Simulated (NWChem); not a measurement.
System: B cation, singlet

All runs: NWChem. Low-valent species are run as closed-shell singlets; no triplet was tried in these runs.

### Question
Estimate the computed values for B3LYP/cc-pVDZ. Quantities: highest occupied level (eV); orbital gap (eV).

### Answer
| Quantity | Value |
|---|---|
| highest occupied level (eV) | -20.65 |
| orbital gap (eV) | 8.20 |
